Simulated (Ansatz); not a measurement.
C$_{4}$H$_{6}$ClF, SMILES `C=CC(C)(F)Cl` at its PBE0-D4/def2-TZVP geometry, where that method's forces vanish. The species carries charge 0 and has multiplicity 1.

```xyz
12

C    -0.9746   -1.7210    0.2986
C    -0.4064   -0.5876    0.6743
C     0.6437    0.1180   -0.1165
C     0.2618    1.5185   -0.5235
F     0.9582   -0.5946   -1.2362
Cl    2.1395    0.1900    0.8966
H    -1.7420   -2.1843    0.9062
H    -0.6885   -2.2194   -0.6193
H    -0.6864   -0.0901    1.5970
H     0.0248    2.1172    0.3553
H    -0.6166    1.4685   -1.1704
H     1.0865    1.9847   -1.0621
```

Q: What forces (eV/Å) does ωB97M-V/def2-TZVPP give on these atoms in the Gaussian-basis code of Ansatz? (An estimate is asked.)

A: Computed: 
```
C1  -0.009 -0.023 -0.015
C2  -0.190 -0.099  0.122
C3   0.077  0.130  0.170
C4  -0.060  0.163 -0.076
F5   0.054 -0.135 -0.203
Cl6  0.032  0.000  0.000
H7   0.064  0.044 -0.042
H8  -0.015  0.047  0.067
H9   0.021 -0.038 -0.060
H10  0.018 -0.047 -0.053
H11  0.065 -0.001  0.048
H12 -0.056 -0.041  0.042
```
